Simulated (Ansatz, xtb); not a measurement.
Two isomers of C4H4F2

We compare I, `C=CC=C(F)F`, a singlet, with II, `C=C(F)/C=C\F`, a singlet. Both are isolated molecules in the gas phase, relaxed with PBE0-D3(BJ)/def2-SVP; the shapes shown needn't be the lowest conformers.

I (Å):

```xyz
10

C     0.1304    1.5288    1.3671
C    -0.0050    1.1439    0.0906
C    -1.0913    0.3195   -0.4021
C    -1.2137   -0.0561   -1.6768
F    -2.1849   -0.7992   -2.1430
F    -0.3808    0.2658   -2.6367
H    -0.5926    1.2342    2.1335
H     0.9699    2.1510    1.6837
H     0.7408    1.4603   -0.6463
H    -1.8672   -0.0289    0.2825
```

II (Å):

```json
{"atom": "C", "x (Å)": "-0.6031", "y (Å)": "2.5921", "z (Å)": "-0.0360"}
{"atom": "C", "x (Å)": "-0.5530", "y (Å)": "1.2888", "z (Å)": "0.2605"}
{"atom": "C", "x (Å)": "-0.5626", "y (Å)": "0.2080", "z (Å)": "-0.7093"}
{"atom": "C", "x (Å)": "-0.5141", "y (Å)": "-1.1066", "z (Å)": "-0.4667"}
{"atom": "F", "x (Å)": "-0.4881", "y (Å)": "0.9047", "z (Å)": "1.5360"}
{"atom": "F", "x (Å)": "-0.4474", "y (Å)": "-1.6425", "z (Å)": "0.7386"}
{"atom": "H", "x (Å)": "-0.6563", "y (Å)": "2.9169", "z (Å)": "-1.0746"}
{"atom": "H", "x (Å)": "-0.5912", "y (Å)": "3.3390", "z (Å)": "0.7583"}
{"atom": "H", "x (Å)": "-0.6156", "y (Å)": "0.5013", "z (Å)": "-1.7593"}
{"atom": "H", "x (Å)": "-0.5259", "y (Å)": "-1.8573", "z (Å)": "-1.2626"}
```

Energies in hartree; the thermal terms are from PBE0-D3(BJ)/def2-SVP harmonic frequencies (ideal gas, rigid rotor, one conformer each, 298.15 K, 1 atm) and include the zero-point energy:

```
                              I           II
E, CCSD(T)/def2-SVP  −353.307278  −353.299180
    E, MP2/def2-SVP  −353.239811  −353.230871
  E, MP2/def2-TZVPP  −353.901494  −353.894297
  zero-point energy     0.070907     0.070919
       H(298 K) − E     0.077713     0.077691
       G(298 K) − E     0.041235     0.041139
```

Question: Correct the CCSD(T) difference for the basis set by the MP2 change, then work out ΔE, ΔE₀, ΔH and ΔG for I → II in kcal/mol (1 Eh = 627.51 kcal/mol) and the equilibrium ratio [II]/[I].

Answer: 1. Differences II − I: CCSD(T) +0.008098, MP2 in the small set +0.008940, MP2 in the large set +0.007197 Eh.
2. ΔE = +0.008098 + (+0.007197 − (+0.008940)) = +0.006355 Eh = +3.99 kcal/mol.
3. ΔE₀ = ΔE + ΔZPE = +0.006355 + (+0.000012) Eh = +4.00 kcal/mol.
4. ΔH = ΔE + (−0.000022) Eh = +3.97 kcal/mol.
5. ΔG = ΔE + (−0.000096) Eh = +3.93 kcal/mol, so ΔS = (ΔH − ΔG)/T = +0.7 J/(mol K).
6. kT = 0.9442 mEh, so K = [II]/[I] = exp(−ΔG/kT) = exp(−6.63) ≈ 0.0013.

Structure I is favoured at this temperature. An error of 1 kcal/mol in ΔG would change K by a factor of 5.4. Mirror images and further conformers aren't counted.

As drawn, both hold the same kinds of bond in the same numbers.

Other levels gave ΔE = +3.7 (GFN2-xTB); +6.3 (HF/STO-3G, GFN2-xTB geometries); +4.4 (r2SCAN-D4/def2-SVP, GFN2-xTB geometries); +5.1 (PBE0-D3(BJ)/def2-SVP); +4.6 (HF/def2-SVP); +5.6 (MP2/def2-SVP); +5.1 (CCSD(T)/def2-SVP) kcal/mol. The correlated steps freeze 6 core orbitals. Programs: Ansatz 0.2.0, xtb 6.7.1.
